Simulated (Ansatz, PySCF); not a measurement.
Potential energy surface of C₂H₆O, singlet: bend at the central O, local threefold symmetry of each CH3 group. Scanned: C-O-C angle. Other coordinates (O-C length, H-C-O angle, C-H length) were minimised at PBE0/def2-TZVP.

Levels: RKS-PBE/def2-TZVP = restricted PBE/def2-TZVP (Ansatz, a first-principles code); r2SCAN/def2-TZVP, density fitting (PySCF); wB97X-V/def2-TZVP, density fitting (PySCF).

Energies relative to the lowest point of each profile, in eV; the last columns give the difference from wB97X-V:

```tsv
a / °	RKS-PBE/def2-TZVP	r2SCAN	wB97X-V	RKS-PBE/def2-TZVP − wB97X-V	r2SCAN − wB97X-V
180	1.450	1.524	1.495	-0.045	0.029
172.50	1.410	1.482	1.454	-0.044	0.029
165	1.295	1.363	1.335	-0.040	0.029
157.50	1.118	1.180	1.152	-0.034	0.028
150	0.898	0.952	0.925	-0.027	0.026
142.50	0.660	0.702	0.679	-0.019	0.023
135	0.426	0.457	0.438	-0.012	0.019
127.50	0.222	0.240	0.227	-0.005	0.013
120	0.072	0.079	0.072	0.000	0.007
112.50	0.000	0.000	0.000	0.000	0.000
105	0.039	0.040	0.048	-0.009	-0.008
97.50	0.233	0.248	0.266	-0.033	-0.019
90	0.644	0.690	0.724	-0.079	-0.034
```

RKS-PBE/def2-TZVP is furthest from wB97X-V at 90 (-0.079 eV, below); its mean absolute difference over the points is 0.027 eV.

r2SCAN is furthest from wB97X-V at 90 (-0.034 eV, below); its mean absolute difference over the points is 0.020 eV.
